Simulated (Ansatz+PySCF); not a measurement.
A calculation with PySCF 2.14.0.

```python
from pyscf import gto, scf, mp

mol = gto.M(atom="""
C 0.000000 0.006480 -1.090100
C 0.000000 0.192900 0.199290
C 0.000000 0.036070 1.525200
N 0.000000 -0.036070 2.698660
H 0.000000 -1.040220 -1.543940
H 0.000000 0.840830 -1.789110
""", basis='cc-pvtz', charge=0, spin=1)
mf = scf.UHF(mol)
mf.kernel()
pt = mp.MP2(mf, frozen=4).run()
print(mf.e_tot, pt.e_corr, pt.e_tot)
```

The script is written out from the run's settings.

The run gave:

- Converged: yes
- Reference energy: -169.18972 hartree
- Correlation energy: -0.56855 hartree
- Total energy: -169.75827 hartree
- Spin squared of the determinant: 1.396

Caution: the unrestricted determinant is spin contaminated.
